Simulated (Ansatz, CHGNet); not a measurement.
For zinc-blende BP, the machine-learned potential CHGNet 0.3.0 (trained on PBE and PBE+U data) gives:

equilibrium lattice constant a: 4.541 Å
elastic constant C11: 144 GPa
elastic constant C44: 37.4 GPa
polycrystal shear modulus: 26.8 GPa

**Question.** What does HSE06 (Ansatz, a program for electronic structure, PAW) give for the same quantities?

**Answer.** 
- lattice constant a: 4.524 Å (shrinks by 0.4 %)
- elastic constant C11: 367 GPa (rises by 150 %)
- elastic constant C44: 199 GPa (grows by 430 %)
- Voigt–Reuss–Hill shear modulus: 175 GPa (grows by 550 %)

For comparison: lattice constant a 4.525 Å (measured, static lattice: zero-point anharmonic expansion removed; as tabulated in Mejia-Rodriguez and Trickey (2018), arXiv:1807.09216); elastic constant C11 315 GPa (measured, temperature not stated, no zero-point or thermal correction, our sources range from 315 to 354; as tabulated in Råsander and Moram (2015), arXiv:1505.02379); elastic constant C44 160 GPa (measured, temperature not stated, not corrected to a static lattice, our sources range from 160 to 190; as tabulated in Råsander and Moram (2015), arXiv:1505.02379); Voigt–Reuss–Hill shear modulus 166 GPa (measured, temperature not stated, not corrected to a static lattice, Hill average of measured single-crystal constants; as tabulated in Mahat et al. (2021), doi:10.1103/physrevmaterials.5.033606).

Changes are worked out from the printed values.

Unless a cell is named, each level is at its own relaxed cell (CHGNet 0.3.0 11.71, HSE06 11.57 Å³/atom).

Ansatz's density-functional and Hartree–Fock values are scalar-relativistic unless marked +SOC, with PAW data made under PBE.
